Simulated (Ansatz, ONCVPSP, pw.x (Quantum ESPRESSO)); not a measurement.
**rhenium (Re) (fcc): variants of one ONCV potential in the solid**

```
Element                 : rhenium (Re)
Generator               : ONCVPSP 4.0.1.1 (patched build)
Type                    : optimised norm-conserving Vanderbilt (ONCV)
Functional              : PBEsol
Relativity              : scalar-relativistic
Frozen core             : [Kr] 4d10 4f14
Valence charge          : 15
Reference configuration : 5s2 5p6 5d5 6s2
Partial waves           : 5s+6s: rc 1.80 bohr, ncon 4, nbas 8, qcut 7.9 1/bohr, 2 projectors; 5p: rc 1.55 bohr, ncon 4, nbas 8, qcut 10.4 1/bohr, 1 projector; 5d: rc 2.15 bohr, ncon 4, nbas 8, qcut 7 1/bohr, 2 projectors, debl 1 Ha
Local potential         : polynomial inside 1.20 bohr (lpopt 5, dvloc0 2 Ha)
Core correction         : Teter function, fcfact 2.75, rcfact 1.4
```

Crystal test: fcc Re in pw.x 7.5, no spin, 15³ k-points, Fermi–Dirac smearing 0.01 Ry, cutoffs set for each file from its atomic test. The reference is all-electron LAPW (Ansatz 0.2.0) with the same functional, mesh and smearing; V0 and B0 come from Birch–Murnaghan fits to the pressures at five volumes. Errors are pseudo minus all-electron; Δ is the rms difference of the E(V) curves that follow from these fits, minima aligned, over ±6 % about the mean V0. Mesh and smearing are coarse, so the numbers serve the comparison and aren't converged zero-temperature values; the lattice is a test structure that the element need not adopt.

All-electron: a0 = 3.881 Å (V0 = 14.62 Å³/atom), B0 = 386.6 GPa.

Base: This is a poor potential for the solid.

1 further variants are left out: they gave no file fit for a test, a broken result, the same result as the base, or pressures whose basis-set error rivals the error shown.

| change | cutoffs (Ry) | pw.x | a0 (Å) | a0 error (%) | B0 error (%) | Δ (meV/atom) | mean pressure error (GPa) |
| --- | --- | --- | --- | --- | --- | --- | --- |
| base | 90/360 | converged | 3.861 | -0.52 | +1.9 | 19.3 | -5.99 |
| all radii but the core radius scaled by about 0.83 (s 1.50, p 1.28, d 1.78 bohr); local potential polynomial inside 1.00 bohr (lpopt 5, dvloc0 2 Ha) | 105/420 | converged | 3.859 | -0.58 | +2.0 | 21.8 | -6.75 |
| all radii but the core radius scaled by about 0.96 (s 1.72, p 1.48, d 2.06 bohr); local potential polynomial inside 1.16 bohr (lpopt 5, dvloc0 2 Ha) | 95/380 | converged | 3.861 | -0.52 | +1.8 | 19.3 | -5.98 |
| all radii but the core radius scaled by about 1.08 (s 1.94, p 1.68, d 2.32 bohr); local potential polynomial inside 1.30 bohr (lpopt 5, dvloc0 2 Ha) | 85/340 | converged | 3.864 | -0.46 | +1.7 | 17.0 | -5.29 |
| all radii but the core radius scaled by about 1.15 (s 2.06, p 1.78, d 2.46 bohr); local potential polynomial inside 1.38 bohr (lpopt 5, dvloc0 2 Ha) | 85/340 | converged | 3.868 | -0.36 | +1.0 | 13.2 | -4.12 |
